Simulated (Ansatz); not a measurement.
A nudged elastic band was laid between two geometries of BFH2 + H (5 atoms, charge 0, multiplicity 2).

Theory: UKS B3LYP/def2-SVP in Ansatz 0.2.0.

| Property | Result |
| --- | --- |
| movable images | 5 |
| climbing image | yes |
| spring | 5.0 eV/Å² |
| optimiser | quadratic models (default) |
| start path | through a guess of the saddle point |
| force threshold | 0.05 eV/Å |
| iteration limit | 60 |
| end points | relaxed |

Image 0:

```xyz
5
Properties=species:S:1:pos:R:3
B 0.000 0.000 -0.266
F 0.000 -0.013 1.053
H 1.068 0.004 -0.828
H -1.068 0.004 -0.828
H 0.000 0.005 4.040
```

Image 6:

```xyz
5
Properties=species:S:1:pos:R:3
B 0.000 -0.311 0.066
F 0.000 0.637 1.714
H 1.089 -0.057 -0.366
H -1.089 -0.057 -0.366
H 0.000 -0.213 2.122
```

**Question.** What changes between the two ends?

**Answer.** Bonds broken: B1–F2. Bonds formed: F2–H5. BFH2 + H becomes BH2 + FH.

**Question.** Give the energies along the band, and the barrier.

**Answer.** It converged. The highest image is number 5 of 0 to 6, 1.56 eV above the first end and 0.24 eV above the last; the last end lies 1.33 eV above the first. Neighbouring images differ by up to 1.2 eV, so the band resolves the path poorly. A vibrational analysis at the climbing image gives one clearly imaginary mode, 782i cm⁻¹: a first-order saddle point.

```
image  path coordinate (Å)  energy (eV)  B1–F2 (Å)  F2–H5 (Å)
    0                 0.00         0.00       1.32       2.99
    1                 0.91         0.00       1.32       2.96
    2                 1.83         0.01       1.32       2.81
    3                 2.74         0.17       1.33       1.97
    4                 3.65         1.39       1.90       0.93
    5                 4.56         1.56       1.82       0.94
    6                 4.99         1.33       1.90       0.94
```

**Question.** What is the geometry of the highest image?

**Answer.** 
```xyz
5
Properties=species:S:1:pos:R:3:forces:R:3
B 0.000 0.013 -0.043 0.00 0.00 0.00
F 0.000 0.603 1.682 0.00 0.00 0.00
H 1.153 -0.178 -0.261 0.00 0.00 0.00
H -1.153 -0.178 -0.261 0.00 0.00 0.00
H 0.000 -0.259 2.053 0.00 0.00 0.00
```

Time of the run: 2.7 min on 1 thread of Arm Neoverse V1 (shared host), peak memory 0.098 GiB.
